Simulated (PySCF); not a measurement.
Compound: C₃H₃O₂ (doublet state).
Bonds: O1–C2 (double), C2–C3, C3–C4, C4–O5, C2–O5. Hydrogens: H6, H7 on C3; H8 on C4.

As a line formula: `O=C1C[CH]O1` [radical].

The calculation used UKS B3LYP, pcH-1 on C H O, non-relativistic, mean-field spin-orbit, GIAO in PySCF. Geometry: GFN2-xTB; no solvent, vibrations or thermal averaging. Couplings are sensitive to structure, and on GFN2-xTB geometries they can be far from those on DFT ones. No stability test was run, so a lower SCF solution isn't excluded.

Principal values of hyperfine tensors in MHz (contact and dipolar terms together), for some of the nuclei:

```json
{"atom": "C4", "isotope": "13C", "A1": "84.96", "A2": "86.76", "A3": "327.39"}
{"atom": "H6", "isotope": "1H", "A1": "50.37", "A2": "51.73", "A3": "62.59"}
{"atom": "H7", "isotope": "1H", "A1": "47.59", "A2": "47.87", "A3": "62.13"}
{"atom": "H8", "isotope": "1H", "A1": "-76.02", "A2": "-39.81", "A3": "0.28"}
{"atom": "C3", "isotope": "13C", "A1": "-22.01", "A2": "-19.49", "A3": "-15.85"}
{"atom": "O5", "isotope": "17O", "A1": "-62.67", "A2": "2.89", "A3": "5.74"}
{"atom": "O1", "isotope": "17O", "A1": "-15.73", "A2": "2.82", "A3": "3.87"}
```

**Question.** Give the isotropic coupling of each nucleus in MHz and in mT (g = 2.0031), and the anisotropic part.

**Answer.** a_iso = (A1 + A2 + A3)/3, Ti = Ai − a_iso; 1 mT corresponds to 28.035 MHz.

| atom | a_iso (MHz) | a_iso (mT) | T1 | T2 | T3 |
| --- | --- | --- | --- | --- | --- |
| C4 | 166.37 | 5.934 | -81.41 | -79.61 | 161.02 |
| H6 | 54.90 | 1.958 | -4.53 | -3.16 | 7.69 |
| H7 | 52.53 | 1.874 | -4.94 | -4.66 | 9.60 |
| H8 | -38.52 | -1.374 | -37.50 | -1.29 | 38.80 |
| C3 | -19.11 | -0.682 | -2.89 | -0.37 | 3.26 |
| O5 | -18.01 | -0.642 | -44.66 | 20.91 | 23.75 |
| O1 | -3.01 | -0.107 | -12.71 | 5.83 | 6.89 |

**Question.** What spin density at the nucleus of O1 lies behind its contact coupling (g_N = -0.75752)?

**Answer.** a_FC = 800.24 MHz bohr³ × g_N × ρ(0)/(2S). With a_FC = -3.01 MHz and 2S = 1, ρ(0) = 0.004969 bohr⁻³. The nuclear moment is negative, so coupling and spin density have opposite signs.

**Question.** C2 (13C, g_N = 1.40482) isn't in the table. Its spin density at the nucleus is 0.004106 bohr⁻³. What is its contact coupling?

**Answer.** By the same relation, a_FC = 4.62 MHz. Its full tensor has the principal values 1.62, 4.86, 7.37 MHz.

**Question.** Name the largest traceless tensor T of the table and describe it.

**Answer.** C4: -81.4, -79.6, 161.0 MHz, axial, in the ratio −1:−1:+2, the form that spin in one p orbital centred on that nucleus gives.

**Question.** In a single crystal, with the field along each principal axis of the tensor of C4 in turn, what first-order splitting does this nucleus give (isotropic g, quadrupole terms neglected)?

**Answer.** 2 lines (I = 1/2), spaced by |A_i|/(g × 13.996): 3.03, 3.09, 11.68 mT along the axes of A1, A2 and A3.

The run took 12 s of wall time (with the writing of density and orbital grids) on one thread of an Arm Neoverse V2, no GPU, shared host, and the process peaked at 0.62 GiB of memory.
